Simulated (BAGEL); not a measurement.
# SiH2F2 (SMILES F[SiH2]F) at 4 levels

We compute a comparison of 4 runs (B3LYP/6-31G*, B3LYP/aug-cc-pVDZ, PBE0/aug-cc-pVDZ, RI-MP2/aug-cc-pVDZ) of SiH2F2. 

Program for the calculation: BAGEL 1.2.2.

2 further runs of the same task are left out: 2 set aside as unsound or not needed.

**1. Starting point**

SiH2F2 has 5 atoms, charge 0, and is taken as a singlet. SMILES: `F[SiH2]F`. The coordinates come from a PBE0-D4/def2-TZVP relaxation.

Bond lengths: F1–Si2 1.586 Å, Si2–F3 1.586 Å, Si2–H4 1.474 Å, Si2–H5 1.474 Å. Angles: F1–Si2–F3 108.0°, F1–Si2–H4 108.5°, F1–Si2–H5 108.5°, F3–Si2–H4 108.5°, F3–Si2–H5 108.5°, H4–Si2–H5 114.6°.

**2. The energy at B3LYP/6-31G(d) (density fitting with cc-pvqz-jkfit, spherical functions) (run 1)**

dft.json

```json
{ "bagel": [

{
  "title": "molecule",
  "basis": "6-31gs.json",
  "df_basis": "cc-pvqz-jkfit",
  "angstrom": "true",
  "geometry": [
    { "atom": "F", "xyz": [   -1.079010,    0.538200,    0.980720 ] },
    { "atom": "Si", "xyz": [   -0.005220,   -0.000540,   -0.054090 ] },
    { "atom": "F", "xyz": [    1.247630,   -0.520590,    0.766910 ] },
    { "atom": "H", "xyz": [   -0.590470,   -1.138740,   -0.786300 ] },
    { "atom": "H", "xyz": [    0.427070,    1.121680,   -0.907250 ] }
  ]
},
{ "title": "ks", "xc_func": "b3lyp" },
{ "title": "print", "file": "orbitals.molden", "orbitals": "true" }

]}
```

The basis set 6-31G* is read from a file made from the Basis Set Exchange's data (not shown).

Command:

```bash
$ BAGEL_NUM_THREADS=1 BAGEL dft.json > dft.out
```

Output:

```text
* using 1 threads per process

  ===============================================================
  ===============================================================

  *** Geometry ***

  { "atom" : "F", "xyz" : [     -2.039033,      1.017051,      1.853292 ] },
  { "atom" : "Si", "xyz" : [     -0.009864,     -0.001020,     -0.102215 ] },
  { "atom" : "F", "xyz" : [      2.357679,     -0.983773,      1.449250 ] },
  { "atom" : "H", "xyz" : [     -1.115827,     -2.151907,     -1.485892 ] },
  { "atom" : "H", "xyz" : [      0.807045,      2.119668,     -1.714454 ] },

  Number of auxiliary basis functions:      462

  Since a DF basis is specified, we compute 2- and 3-index integrals:
    o Being stored without compression. Storage requirement is 0.009 GB

  Number of basis functions:       50
  Number of electrons      :       34

    * METHOD: MOLECULE                             0.15

  *** Kohn-Sham DFT ***

    * Removing 7043 points whose weight is below 1.00e-10
    * Grid points: 67487

  === Nuclear Repulsion ===
   118.7419306934

       - DIIS with orbital gradients will be used.

  === KS iteration (b3lyp / 6-31gs.json) ===
      0       -471.83987948          0.16049773           0.14
      1       -446.25517730          0.22349667           0.11
      2       -471.24709145          0.17067172           0.10
      3       -489.68313999          0.05703404           0.10
      4       -490.36999472          0.02510276           0.09
      5       -490.45560778          0.01190584           0.10
      6       -490.46801975          0.00953178           0.10
      7       -490.48472033          0.00085724           0.10
      8       -490.48485207          0.00016839           0.10
      9       -490.48485881          0.00003523           0.10
     10       -490.48485891          0.00002858           0.10
     11       -490.48485906          0.00000202           0.09
     12       -490.48485906          0.00000077           0.09
     13       -490.48485906          0.00000018           0.09
     14       -490.48485906          0.00000004           0.09
     15       -490.48485906          0.00000001           0.09
    * SCF iteration converged.

    * Permanent dipole moment:
           (    0.053435,     0.005572,     0.553796) a.u.

    * METHOD: KS                                   1.75

    * METHOD: PRINT                                0.00

  ===============================================================
```

It took 2.1 s on 1 thread of Arm Neoverse V2, shared host; peak memory 0.2 GiB.

**3. The energy at B3LYP/aug-cc-pVDZ (density fitting with cc-pvqz-jkfit) (run 2)**

dft.json

```json
{ "bagel" : [

{
  "title" : "molecule",
  "basis" : "aug-cc-pvdz.json",
  "df_basis" : "cc-pvqz-jkfit",
  "angstrom" : "true",
  "geometry" : [
    { "atom" : "F", "xyz" : [   -1.079010,    0.538200,    0.980720 ] },
    { "atom" : "Si", "xyz" : [   -0.005220,   -0.000540,   -0.054090 ] },
    { "atom" : "F", "xyz" : [    1.247630,   -0.520590,    0.766910 ] },
    { "atom" : "H", "xyz" : [   -0.590470,   -1.138740,   -0.786300 ] },
    { "atom" : "H", "xyz" : [    0.427070,    1.121680,   -0.907250 ] }
  ]
},
{ "title" : "ks", "xc_func" : "b3lyp" },
{ "title" : "print", "file" : "orbitals.molden", "orbitals" : "true" }

]}
```

The basis set aug-cc-pVDZ is read from a file made from the Basis Set Exchange's data (not shown).

Command:

```bash
$ BAGEL_NUM_THREADS=1 BAGEL dft.json > dft.out
```

Output:

```text
* using 1 threads per process

  ===============================================================
  ===============================================================

  *** Geometry ***

  { "atom" : "F", "xyz" : [     -2.039033,      1.017051,      1.853292 ] },
  { "atom" : "Si", "xyz" : [     -0.009864,     -0.001020,     -0.102215 ] },
  { "atom" : "F", "xyz" : [      2.357679,     -0.983773,      1.449250 ] },
  { "atom" : "H", "xyz" : [     -1.115827,     -2.151907,     -1.485892 ] },
  { "atom" : "H", "xyz" : [      0.807045,      2.119668,     -1.714454 ] },

  Number of auxiliary basis functions:      462

  Since a DF basis is specified, we compute 2- and 3-index integrals:
    o Being stored without compression. Storage requirement is 0.031 GB

  Number of basis functions:       91
  Number of electrons      :       34

    * METHOD: MOLECULE                             0.18

  *** Kohn-Sham DFT ***

    * Removing 7043 points whose weight is below 1.00e-10
    * Grid points: 67487

  === Nuclear Repulsion ===
   118.7419306934

       - DIIS with orbital gradients will be used.

  === KS iteration (b3lyp / aug-cc-pvdz.json) ===
      0       -470.75925740          0.09755419           0.24
      1       -438.30809342          0.15124241           0.23
      2       -471.56602945          0.10818238           0.23
      3       -490.00545855          0.03032526           0.23
      4       -490.50346114          0.00713895           0.23
      5       -490.51995231          0.00495367           0.23
      6       -490.53061237          0.00065451           0.23
      7       -490.53081196          0.00010498           0.23
      8       -490.53081553          0.00003538           0.23
      9       -490.53081614          0.00000692           0.23
     10       -490.53081617          0.00000133           0.23
     11       -490.53081617          0.00000109           0.23
     12       -490.53081617          0.00000007           0.23
     13       -490.53081617          0.00000002           0.23
     14       -490.53081617          0.00000000           0.23
    * SCF iteration converged.

    * Permanent dipole moment:
           (    0.059720,     0.006227,     0.619028) a.u.

    * METHOD: KS                                   3.71

    * METHOD: PRINT                                0.01

  ===============================================================
```

Run time: 4.2 s. Hardware: 1 thread of Arm Neoverse V2, shared host; peak memory 0.3 GiB.

**4. A single-point energy at PBE0/aug-cc-pVDZ (density fitting with cc-pvqz-jkfit) (run 3)**

dft.json

```json
{ "bagel" : [

{
  "title" : "molecule",
  "basis" : "aug-cc-pvdz.json",
  "df_basis" : "cc-pvqz-jkfit",
  "angstrom" : true,
  "geometry" : [
    { "atom" : "F", "xyz" : [      -1.079010,       0.538200,       0.980720 ] },
    { "atom" : "Si", "xyz" : [      -0.005220,      -0.000540,      -0.054090 ] },
    { "atom" : "F", "xyz" : [       1.247630,      -0.520590,       0.766910 ] },
    { "atom" : "H", "xyz" : [      -0.590470,      -1.138740,      -0.786300 ] },
    { "atom" : "H", "xyz" : [       0.427070,       1.121680,      -0.907250 ] }
  ]
},

{
  "title" : "ks",
  "xc_func" : "pbe0"
},

{
  "title" : "print",
  "file" : "orbitals.molden",
  "orbitals" : true
}

]}
```

The basis set aug-cc-pVDZ is read from a file made from the Basis Set Exchange's data (not shown).

Command:

```bash
$ BAGEL_NUM_THREADS=1 BAGEL dft.json > dft.out
```

Output:

```text
* using 1 threads per process

  ===============================================================
  ===============================================================

  *** Geometry ***

  { "atom" : "F", "xyz" : [     -2.039033,      1.017051,      1.853292 ] },
  { "atom" : "Si", "xyz" : [     -0.009864,     -0.001020,     -0.102215 ] },
  { "atom" : "F", "xyz" : [      2.357679,     -0.983773,      1.449250 ] },
  { "atom" : "H", "xyz" : [     -1.115827,     -2.151907,     -1.485892 ] },
  { "atom" : "H", "xyz" : [      0.807045,      2.119668,     -1.714454 ] },

  Number of auxiliary basis functions:      462

  Since a DF basis is specified, we compute 2- and 3-index integrals:
    o Being stored without compression. Storage requirement is 0.031 GB

  Number of basis functions:       91
  Number of electrons      :       34

    * METHOD: MOLECULE                             0.18

  *** Kohn-Sham DFT ***

    * Removing 7043 points whose weight is below 1.00e-10
    * Grid points: 67487

  === Nuclear Repulsion ===
   118.7419306934

       - DIIS with orbital gradients will be used.

  === KS iteration (pbe0 / aug-cc-pvdz.json) ===
      0       -470.46176183          0.09730569           0.23
      1       -437.88911467          0.14420065           0.22
      2       -471.52057730          0.10620231           0.22
      3       -489.55353241          0.03390590           0.23
      4       -490.13504239          0.01034099           0.22
      5       -490.18436750          0.00491750           0.22
      6       -490.19168229          0.00217787           0.22
      7       -490.19421947          0.00049786           0.22
      8       -490.19433897          0.00006302           0.23
      9       -490.19434037          0.00000556           0.23
     10       -490.19434039          0.00000106           0.23
     11       -490.19434039          0.00000024           0.23
     12       -490.19434039          0.00000014           0.22
     13       -490.19434039          0.00000001           0.22
     14       -490.19434039          0.00000000           0.23
    * SCF iteration converged.

    * Permanent dipole moment:
           (    0.059880,     0.006227,     0.620487) a.u.

    * METHOD: KS                                   3.64

    * METHOD: PRINT                                0.01

  ===============================================================
```

Wall time 4.2 s (1 thread of Arm Neoverse V2, shared host); peak memory 0.3 GiB.

**5. A single-point energy at RI-MP2/aug-cc-pVDZ (density fitting with cc-pvqz-jkfit) (run 4)**

input.json

```json
{ "bagel" : [

{
  "title" : "molecule",
  "basis" : "aug-cc-pvdz.json",
  "df_basis" : "cc-pvqz-jkfit",
  "angstrom" : "true",
  "geometry" : [
    { "atom" : "F", "xyz" : [      -1.079010,       0.538200,       0.980720 ] },
    { "atom" : "Si", "xyz" : [      -0.005220,      -0.000540,      -0.054090 ] },
    { "atom" : "F", "xyz" : [       1.247630,      -0.520590,       0.766910 ] },
    { "atom" : "H", "xyz" : [      -0.590470,      -1.138740,      -0.786300 ] },
    { "atom" : "H", "xyz" : [       0.427070,       1.121680,      -0.907250 ] }
  ]
},

{ "title" : "hf" },

{ "title" : "mp2", "ncore" : 7 }

]}
```

The basis set aug-cc-pVDZ is read from a file made from the Basis Set Exchange's data (not shown).

Command:

```bash
$ BAGEL_NUM_THREADS=1 BAGEL input.json > input.out
```

Output:

```text
* using 1 threads per process

  ===============================================================
  ===============================================================

  *** Geometry ***

  { "atom" : "F", "xyz" : [     -2.039033,      1.017051,      1.853292 ] },
  { "atom" : "Si", "xyz" : [     -0.009864,     -0.001020,     -0.102215 ] },
  { "atom" : "F", "xyz" : [      2.357679,     -0.983773,      1.449250 ] },
  { "atom" : "H", "xyz" : [     -1.115827,     -2.151907,     -1.485892 ] },
  { "atom" : "H", "xyz" : [      0.807045,      2.119668,     -1.714454 ] },

  Number of auxiliary basis functions:      462

  Since a DF basis is specified, we compute 2- and 3-index integrals:
    o Being stored without compression. Storage requirement is 0.031 GB

  Number of basis functions:       91
  Number of electrons      :       34

    * METHOD: MOLECULE                             0.18

  *** RHF ***

  === Nuclear Repulsion ===
   118.7419306934

      * DIIS with orbital gradients will be used.

  === RHF iteration (aug-cc-pvdz.json) ===
      0       -488.83499645          0.02025788           0.06
      1       -489.00026105          0.01473290           0.05
      2       -489.11641744          0.00133890           0.05
      3       -489.11738578          0.00014091           0.05
      4       -489.11739594          0.00003067           0.05
      5       -489.11739677          0.00000793           0.05
      6       -489.11739684          0.00000192           0.05
      7       -489.11739684          0.00000026           0.05
      8       -489.11739684          0.00000005           0.05
      9       -489.11739684          0.00000001           0.05
    * SCF iteration converged.

    * Permanent dipole moment:
           (    0.067124,     0.006994,     0.695582) a.u.

    * METHOD: HF                                   0.65

  *** RHF ***

  === Nuclear Repulsion ===
   118.7419306934

      * DIIS with orbital gradients will be used.

  === RHF iteration (aug-cc-pvdz.json) ===
      0       -489.11739684          0.00000000           0.05
    * SCF iteration converged.

    * Permanent dipole moment:
           (    0.067124,     0.006994,     0.695582) a.u.

  === DF-MP2 calculation ===

    * freezing 7 orbitals
    * 3-index integral transformation done
    * assembly done

      MP2 correlation energy:   -0.5123950878      0.04

      MP2 total energy:       -489.6297919306

    * METHOD: MP2                                  0.15

  ===============================================================
```

Wall time 1.2 s (1 thread of Arm Neoverse V2, shared host); peak memory 0.1 GiB.

**6. Overview of the runs**

| run | level | frozen core orbitals | energy (Eh) | dipole moment (D) | HOMO energy (eV) | LUMO energy (eV) | wall time |
| --- | --- | --- | --- | --- | --- | --- | --- |
| 1 | B3LYP/6-31G* (density fitting with cc-pvqz-jkfit, spherical functions) | – | -490.484859 | 1.41 | -9.46 | 0.67 | 2.1 s |
| 2 | B3LYP/aug-cc-pVDZ (density fitting with cc-pvqz-jkfit) | – | -490.530816 | 1.58 | -9.71 | -0.37 | 4.2 s |
| 3 | PBE0/aug-cc-pVDZ (density fitting with cc-pvqz-jkfit) | – | -490.194340 | 1.58 | -9.90 | -0.12 | 4.2 s |
| 4 | RI-MP2/aug-cc-pVDZ (density fitting with cc-pvqz-jkfit) | 7 | -489.629792 | – | – | – | 1.2 s |

**7. Results**

| quantity | value |
| --- | --- |
| run 4: total energy | -489.62979 Eh |
| run 4: correlation energy (7 core orbitals frozen) | -512.4 mEh |

Over runs 1, 2, 3 the dipole moment (its size) runs from 1.41 D (B3LYP/6-31G*) to 1.58 D (PBE0/aug-cc-pVDZ). The two ends differ in method and basis. Over runs 1, 2, 3 the HOMO–LUMO gap runs from 9.34 eV (B3LYP/aug-cc-pVDZ) to 10.12 eV (B3LYP/6-31G*). Totals of different functionals can't be ranked against each other. All runs together took 12 s, the longest 4.2 s.
